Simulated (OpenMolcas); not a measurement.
# SiH2 (SMILES [H][Si][H]), step by step

Aim: a single-point energy (UHF/6-31G*), then a single-point energy (CASSCF(2,2)/6-31G*), then a single-point energy (CASPT2(2,2)/6-31G*), then the energy (SC-NEVPT2(2,2)/6-31G*), then the energy (MRCI(2,2)/6-31G*) of SiH2. 

The calculation is run with OpenMolcas 26.06.

**1. The molecule**

SiH2 has 3 atoms, charge 0, and is taken as a singlet. SMILES: `[H][Si][H]`. The Si1–H3 distance was set to 3.713 Å, away from the relaxed value. At this shape a bond of the SMILES string is far longer than usual.

Bond lengths: Si1–H2 1.486 Å.

**2. A single-point energy at UHF/6-31G(d) (spherical functions) (run 1)**

Input file input.xyz:

```xyz
3

Si     1.686188    -0.062654    -2.116653
H      2.791198    -0.074504    -1.123543
H     -1.115450     0.028170     0.318290
```

Input file step1.inp:

```
&gateway
 baslib=$CurrDir
 coord=input.xyz
 basis=6-31Gs
 group=NoSym

&seward

&scf
 uhf
 scramble=0.25
 prorbitals=1 1
```

The basis set 6-31G* is read from a file made from the Basis Set Exchange's data (not shown).

The run is started by

```
$ export MOLCAS_MEM=1860
$ pymolcas step1.inp > step1.log
```

Output:

```text
--- Start Module: gateway ---
[...]
--- Stop Module: gateway /rc=_RC_ALL_IS_WELL_ ---
--- Start Module: seward ---
[...]
      Basis functions           22
--- Stop Module: seward /rc=_RC_ALL_IS_WELL_ ---
--- Start Module: scf ---
[...]
       Convergence after  43 Iterations
[...]
::    Total SCF energy                               -289.9075689798
[...]
      Total spin, S                                     0.6156305349
[...]
      Total electronic charge=   16.000000
      Total            charge=   -0.000000
[...]
      Dipole Moment (debye):
      Origin of the operator (angstrom)=    1.6292   -0.0600   -2.0015
                   X=  4.3946E-01               Y= -5.4330E-03               Z=  3.3616E-01           Total=  5.5332E-01
      Quadrupole Moment (debye*angstrom):
[...]
--- Stop Module: scf /rc=_RC_ALL_IS_WELL_ ---
[...]
```

It took 3.3 s on 1 thread of Intel Xeon Platinum 8259CL at 2.50GHz (Skylake/Cascade Lake), shared host; peak memory 0.37 GiB.

**3. A single-point energy at CASSCF(2,2)/6-31G(d) (spherical functions) (run 2)**

input.xyz is that of step 2.

Input file step2.input:

```
* H2Si CASSCF
>>> EXPORT MOLCAS_PRINT=2

&GATEWAY
  BasLib = $CurrDir
  Coord = input.xyz
  Basis = 6-31Gs
  Group = NoSym

&SEWARD

&RASSCF
  FileOrb = $CurrDir/step1.UnaOrb
  Spin = 1
  Nactel = 2 0 0
  Inactive = 7
  Ras2 = 2
  OrbListing = Nothing
  OrbAppear = Compact
```

The basis set 6-31G* is read from a file made from the Basis Set Exchange's data (not shown).

The run is started by

```
$ export MOLCAS_MEM=1860
$ pymolcas step2.input > step2.log
```

Output:

```text
--- Start Module: gateway ---
[...]
--- Stop Module: gateway /rc=_RC_ALL_IS_WELL_ ---
--- Start Module: seward ---
[...]
      Basis functions           22
--- Stop Module: seward /rc=_RC_ALL_IS_WELL_ ---
--- Start Module: rasscf ---
[...]
      Number of active orbitals                  2
[...]
      Spin quantum number                      0.0
[...]
      Active orbitals                            2
[...]
      Number of CSFs                             3
[...]
      Number of root(s) required                 1
[...]
      Convergence after 11 iterations
[...]
      printout of CI-coefficients larger than  0.05 for root  1
      energy=    -289.906623
      conf/sym  11     Coeff  Weight
             1  20  -0.79709 0.63535
             3  02   0.60386 0.36465
      Natural orbitals and occupation numbers for root  1
      sym 1:   1.270695   0.729305
      ************************************************************************************************************************
      *                                                    Final results                                                     *
[...]
::    RASSCF root number  1 Total energy:   -289.90662272
[...]
      Total electronic charge=   16.000000
      Total            charge=   -0.000000
[...]
      Dipole Moment (debye):
      Origin of the operator (angstrom)=    1.6292   -0.0600   -2.0015
                   X=  5.7611E-01               Y= -9.6709E-03               Z=  2.3319E-01           Total=  6.2159E-01
      Quadrupole Moment (debye*angstrom):
[...]
--- Stop Module: rasscf /rc=_RC_ALL_IS_WELL_ ---
[...]
```

It took 2.3 s on 1 thread of Intel Xeon Platinum 8259CL at 2.50GHz (Skylake/Cascade Lake), shared host; peak memory 0.37 GiB.

**4. The energy at CASPT2(2,2)/6-31G(d) (spherical functions) (run 3)**

input.xyz is that of step 3.

Input file step3.inp:

```
&gateway
  baslib=$CurrDir
  coord=input.xyz
  basis=6-31Gs
  group=NoSym

&seward

&rasscf
  fileorb=$CurrDir/step2.RasOrb
  spin=1
  nactel=2 0 0
  inactive=7
  ras2=2
  orblisting=Nothing
  orbappear=Compact

&caspt2
  imaginary=0.1
  frozen=5
```

The basis set 6-31G* is read from a file made from the Basis Set Exchange's data (not shown).

The run is started by

```
$ export MOLCAS_MEM=1860
$ pymolcas step3.inp > step3.log
```

Output:

```text
--- Start Module: gateway ---
[...]
--- Stop Module: gateway /rc=_RC_ALL_IS_WELL_ ---
[...]
      Basis functions           22
[...]
--- Start Module: rasscf ---
[...]
      Number of active orbitals                  2
[...]
      Spin quantum number                      0.0
[...]
      Active orbitals                            2
[...]
      Number of CSFs                             3
[...]
      Number of root(s) required                 1
[...]
      Convergence after  4 iterations
[...]
      printout of CI-coefficients larger than  0.05 for root  1
      energy=    -289.906623
      conf/sym  11     Coeff  Weight
             1  20  -0.79709 0.63535
             3  02   0.60386 0.36465
      Natural orbitals and occupation numbers for root  1
      sym 1:   1.270695   0.729305
      ************************************************************************************************************************
      *                                                    Final results                                                     *
[...]
::    RASSCF root number  1 Total energy:   -289.90662272
[...]
      Total electronic charge=   16.000000
      Total            charge=   -0.000000
[...]
      Dipole Moment (debye):
      Origin of the operator (angstrom)=    1.6292   -0.0600   -2.0015
                   X=  5.7612E-01               Y= -9.6711E-03               Z=  2.3319E-01           Total=  6.2160E-01
      Quadrupole Moment (debye*angstrom):
[...]
--- Stop Module: rasscf /rc=_RC_ALL_IS_WELL_ ---
--- Start Module: caspt2 ---
[...]
 ###    WARNING: User changed nr of frozen orbitals.                         ###
 ###############################################################################
[...]
      E2 (Variational):          -0.0558710511
      Total energy:            -289.9624937739
[...]
      Reference weight:           0.96857
[...]
::    CASPT2 Root  1     Total energy:   -289.96249377
[...]
--- Stop Module: caspt2 /rc=_RC_ALL_IS_WELL_ ---
[...]
```

Wall time 2.2 s (1 thread of Intel Xeon Platinum 8259CL at 2.50GHz (Skylake/Cascade Lake), shared host); peak memory 0.37 GiB.

**5. The energy at SC-NEVPT2(2,2)/6-31G(d) (spherical functions) (run 4)**

input.xyz is that of step 4.

Input file step4.input:

```
&GATEWAY
BasLib=$CurrDir
Coord=input.xyz
Basis=6-31Gs
Group=NoSym
&SEWARD
&RASSCF
FileOrb=$CurrDir/step2.RasOrb
Spin=1
Nactel=2 0 0
Inactive=7
Ras2=2
OrbListing=Nothing
OrbAppear=Compact
&CASPT2
SC-NEVPT2
Frozen=5
```

The basis set 6-31G* is read from a file made from the Basis Set Exchange's data (not shown).

The run is started by

```
$ export MOLCAS_MEM=1860
$ pymolcas step4.input > step4.log
```

Output:

```text
--- Start Module: gateway ---
[...]
--- Stop Module: gateway /rc=_RC_ALL_IS_WELL_ ---
[...]
      Basis functions           22
[...]
--- Start Module: rasscf ---
[...]
      Number of active orbitals                  2
[...]
      Spin quantum number                      0.0
[...]
      Active orbitals                            2
[...]
      Number of CSFs                             3
[...]
      Number of root(s) required                 1
[...]
      Convergence after  4 iterations
[...]
      printout of CI-coefficients larger than  0.05 for root  1
      energy=    -289.906623
      conf/sym  11     Coeff  Weight
             1  20  -0.79709 0.63535
             3  02   0.60386 0.36465
      Natural orbitals and occupation numbers for root  1
      sym 1:   1.270695   0.729305
      ************************************************************************************************************************
      *                                                    Final results                                                     *
[...]
::    RASSCF root number  1 Total energy:   -289.90662272
[...]
      Total electronic charge=   16.000000
      Total            charge=   -0.000000
[...]
      Dipole Moment (debye):
      Origin of the operator (angstrom)=    1.6292   -0.0600   -2.0015
                   X=  5.7612E-01               Y= -9.6711E-03               Z=  2.3319E-01           Total=  6.2160E-01
      Quadrupole Moment (debye*angstrom):
[...]
--- Stop Module: rasscf /rc=_RC_ALL_IS_WELL_ ---
--- Start Module: caspt2 ---
[...]
 ###    WARNING: User changed nr of frozen orbitals.                         ###
 ###############################################################################
[...]
      E2 (Variational):          -0.0560674752
[...]
      E2 (Variational):          -0.0560639893
      Total energy:            -289.9626867122
[...]
      Reference weight:           0.96784
[...]
::    SC-NEVPT2 Root  1     Total energy:   -289.96268671
[...]
--- Stop Module: caspt2 /rc=_RC_ALL_IS_WELL_ ---
[...]
```

Wall time 2.2 s (1 thread of Intel Xeon Platinum 8259CL at 2.50GHz (Skylake/Cascade Lake), shared host); peak memory 0.37 GiB.

**6. A single-point energy at MRCI(2,2)/6-31G(d) (spherical functions) (run 5)**

input.xyz is that of step 5.

Input file step5.inp:

```
* H2Si MRCI
>>> EXPORT MOLCAS_PRINT=2
&gateway
baslib = $CurrDir
coord = input.xyz
basis = 6-31Gs
group = NoSym
&seward
&rasscf
fileorb = $CurrDir/step2.RasOrb
spin = 1
nactel = 2 0 0
inactive = 7
ras2 = 2
orblisting = Nothing
orbappear = Compact
&motra
lumorb
frozen = 5
&guga
electrons = 6
spin = 1
inactive = 2
active = 2
ciall = 1
&mrci
sdci
```

The basis set 6-31G* is read from a file made from the Basis Set Exchange's data (not shown).

The run is started by

```
$ export MOLCAS_MEM=1860
$ pymolcas step5.inp > step5.log
```

Output:

```text
--- Start Module: gateway ---
[...]
--- Stop Module: gateway /rc=_RC_ALL_IS_WELL_ ---
[...]
      Basis functions           22
[...]
      Number of active orbitals                  2
[...]
      Spin quantum number                      0.0
[...]
      Active orbitals                            2
[...]
      Number of CSFs                             3
[...]
      Number of root(s) required                 1
[...]
      Convergence after  4 iterations
[...]
      printout of CI-coefficients larger than  0.05 for root  1
      energy=    -289.906623
      conf/sym  11     Coeff  Weight
             1  20  -0.79709 0.63535
             3  02   0.60386 0.36465
      Natural orbitals and occupation numbers for root  1
      sym 1:   1.270695   0.729305
      ************************************************************************************************************************
      *                                                    Final results                                                     *
[...]
::    RASSCF root number  1 Total energy:   -289.90662272
[...]
      Dipole Moment (debye):
      Origin of the operator (angstrom)=    1.6292   -0.0600   -2.0015
                   X=  5.7612E-01               Y= -9.6711E-03               Z=  2.3319E-01           Total=  6.2160E-01
      Quadrupole Moment (debye*angstrom):
[...]
      *** WARNING: Default frozen orbitals is overwritten by user input.
      *** Default values:   2
[...]
--- Start Module: guga ---
[...]
--- Stop Module: guga /rc=_RC_ALL_IS_WELL_ ---
--- Start Module: mrci ---
[...]
       (But an ACPF correction will be computed)
       USE THE DEFAULT ACPF G-VALUE GFAC=  0.33333333333333331
[...]
                      CI ENERGY:  -289.98105860
[...]
                ACPF CORRECTION:    -0.00319300
[...]
      Total electronic charge=   16.000000
      Total            charge=    0.000000
[...]
     ACPF CORRECTION:     -0.00319300
[...]
  CI State   1     Total energy:   -289.98105860     QDav:     -0.00489448     QACPF:     -0.00319300
[...]
--- Stop Module: mrci /rc=_RC_ALL_IS_WELL_ ---
[...]
```

It took 2.3 s on 1 thread of Intel Xeon Platinum 8259CL at 2.50GHz (Skylake/Cascade Lake), shared host; peak memory 0.37 GiB.

**7. What came out**

| quantity | value |
| --- | --- |
| run 1, UHF/6-31G*: total energy | -289.90757 Eh |
| run 1, UHF/6-31G*: dipole moment | 0.55 D |
| run 1, UHF/6-31G*: HOMO energy | -7.95 eV |
| run 1, UHF/6-31G*: LUMO energy | 0.03 eV |
| run 1, UHF/6-31G*: HOMO–LUMO gap | 7.98 eV |
| run 1, UHF/6-31G*: ⟨S²⟩ | 0.995 |
| run 2, CASSCF(2,2)/6-31G*: total energy | -289.90662 Eh |
| run 2, CASSCF(2,2)/6-31G*: dipole moment (CASSCF density) | 0.62 D |
| run 3, CASPT2(2,2)/6-31G*: total energy | -289.96249 Eh |
| run 3, CASPT2(2,2)/6-31G*: dipole moment (CASSCF density) | 0.62 D |
| run 4, SC-NEVPT2(2,2)/6-31G*: total energy | -289.96269 Eh |
| run 4, SC-NEVPT2(2,2)/6-31G*: dipole moment (CASSCF density) | 0.62 D |
| run 5, MRCI(2,2)/6-31G*: total energy | -289.98106 Eh |
| run 5, MRCI(2,2)/6-31G*: dipole moment (CASSCF density) | 0.62 D |

**Reading.** ⟨S²⟩ (run 1, UHF/6-31G*) is 0.99 where a pure singlet has 0.00: the reference is spin-contaminated. Mulliken charges (run 1, UHF/6-31G*) run from -0.16 on H2 to +0.16 on Si1.
